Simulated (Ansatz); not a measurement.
C$_{2}$H$_{2}$ClFO (`O/C=C(/F)Cl`). Total charge 0; spin multiplicity 1.

```xyz
7

O     0.988   -1.109    0.489
C    -0.183   -0.646    0.015
C    -0.467    0.623   -0.243
F    -1.648    1.008   -0.712
Cl    0.644    1.903   -0.008
H     1.593   -0.367    0.613
H    -0.928   -1.411   -0.156
```

Q: List the harmonic frequencies (cm⁻¹, unscaled) at PBE0-D4/def2-TZVP in Ansatz. (Best estimate.)

A: Ansatz gave: 206, 299, 396, 428, 474, 596, 684, 871, 1148, 1231, 1297, 1374, 1786, 3238, 3794.

Q: Is this a minimum?

A: Yes, all 15 modes are real.

Q: Give the ideal-gas thermochemistry at 298.15 K and 1 bar (rigid rotor, harmonic oscillator; point group Cs, symmetry number 1).

A: Zero-point energy 106.6 kJ/mol; H(298) − E = 122.3 kJ/mol; entropy 306.5 J/(mol·K), of which translation 165.8, rotation 110.7, vibration 29.9; G(298) − E = 31.0 kJ/mol.

Q: And at 400, 500, 600, 800 and 1000 K?

A: 
```
T (K)  H − E (kJ/mol)  S (J/mol/K)  G − E (kJ/mol)
  400           131.0        331.5            -1.6
  500           140.8        353.2           -35.8
  600           151.5        372.7           -72.1
  800           174.8        406.2          -150.1
 1000           200.0        434.3          -234.2
```
